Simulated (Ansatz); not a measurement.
Ansatz (a first-principles code) input (CCSD(T)/pcseg-2):

Ansatz 0.2 input:
```yaml
crystal:
  periodic: [false, false, false]
  atoms:
    - {symbol: C, position_ang: [0.15843431, -0.00360145, 0.66878908]}
    - {symbol: Cl, position_ang: [-0.06875929, 1.47284799, -0.15074332]}
    - {symbol: Cl, position_ang: [-0.03583858, -1.47140540, -0.17439705]}
    - {symbol: H, position_ang: [0.82755792, -0.00291530, 1.51465181]}
basis:
  gaussian:
    orbitals: pcseg-2
magnetization: {spin_polarized: true, initial_magnetization: 1}
correlation: {method: ccsd_t, electrons: outside_noble_gas}
```

Output:

```
Functional definition: HF
integrals: 0.24 GiB planned
699 factors; integrals over basis functions are off by at most 1.0e-3 eV
mean field: 0.33 GiB planned
mean field evaluation 1: about -26051.9854 eV, gradient 1.1e1 eV
mean field evaluation 2: about -26052.0017 eV, gradient 1.1e1 eV
mean field evaluation 4: about -26053.0451 eV, gradient 2.5e0 eV
mean field evaluation 8: about -26053.1328 eV, gradient 2.0e-1 eV
mean field evaluation 16: about -26052.8512 eV, gradient 4.7e0 eV
mean field -26053.13391802 eV, -957.4350120389 hartree, gradient 1.5e-6 eV, S^2 0.768280; 0 other end points of the search recorded, 0 dependent functions left out
11 core orbitals not correlated
reference -26053.13391802 eV, -957.4350120389 hartree; 10, 9 occupied and 91, 92 virtual orbitals, 699 factors
second order -13.48908022 eV of doubles, -0.00000000 eV of singles
coupled cluster: 0.65 GiB planned
cycle   1  -14.18878472 eV  change   -7.0e-1 eV  update   8.2e-2
cycle   2  -14.53798623 eV  change   -3.5e-1 eV  update   2.5e-2
cycle   3  -14.62079270 eV  change   -8.3e-2 eV  update   1.6e-2
cycle   4  -14.61777448 eV  change    3.0e-3 eV  update   6.6e-3
cycle   5  -14.61759722 eV  change    1.8e-4 eV  update   2.6e-3
cycle   6  -14.61779235 eV  change   -2.0e-4 eV  update   7.8e-4
cycle   7  -14.61792396 eV  change   -1.3e-4 eV  update   2.6e-4
cycle   8  -14.61793621 eV  change   -1.2e-5 eV  update   1.3e-4
cycle   9  -14.61789364 eV  change    4.3e-5 eV  update   4.8e-5
cycle  10  -14.61788857 eV  change    5.1e-6 eV  update   2.2e-5
perturbative correction -0.60171115 eV, -0.0221124768 hartree
Total energy: -26068.35351774 eV, -957.9943220124 hartree
```
